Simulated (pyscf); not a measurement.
`[SiH3][NH][SiH3]` + `[H][H]` → `[NH2][SiH3]` + `[SiH4]`, a four-centre exchange (singlet surface; N–Si, H–H broken, H–N, H–Si formed). Optimised with ωB97X-D3(BJ)/def2-SVP in PySCF. Energies in kJ/mol from the separated reactants.

Small-basis levels: PySCF, no dispersion term, spherical d functions. AM1 to PM7: differences of heats of formation from MOPAC, which are fitted to 298 K values and so differ in kind from electronic energies by zero-point and thermal terms. Cost: rough CPU time at the saddle relative to B3LYP/6-31G*, from one job on a shared machine.

```json
[
 {"level": "HF/STO-3G", "barrier": "368.6", "reaction energy": "+12.2", "cost": "0.04"},
 {"level": "HF/3-21G", "barrier": "277.0", "reaction energy": "+39.9", "cost": "0.05"},
 {"level": "HF/6-31G*", "barrier": "…", "reaction energy": "+13.4", "cost": "0.07"},
 {"level": "SVWN5/6-31G*", "barrier": "144.2", "reaction energy": "+27.0", "cost": "0.9"},
 {"level": "B3LYP/3-21G", "barrier": "…", "reaction energy": "+34.1", "cost": "0.7"},
 {"level": "PM3", "barrier": "318.4", "reaction energy": "+142.2", "cost": "under 0.02"},
 {"level": "PM6", "barrier": "310.8", "reaction energy": "+200.2", "cost": "under 0.02"},
 {"level": "ωB97M-D3(BJ)/def2-TZVP", "barrier": "…", "reaction energy": "+31.4", "cost": "–"}
]
```

Task: Some entries are withheld; supply them.

Result: 
- HF/6-31G*, barrier: 289.2
- B3LYP/3-21G, barrier: 209.1
- ωB97M-D3(BJ)/def2-TZVP, barrier: 211.1

Against the last row the barrier runs from -67.0 (SVWN5/6-31G*) to +157.5 kJ/mol (HF/STO-3G). ωB97M-D3(BJ)/def2-TZVP has limits of its own. At the saddle there is also a short H–Si contact that neither side keeps. This is the saddle that the search found; another between the same sides may lie lower.
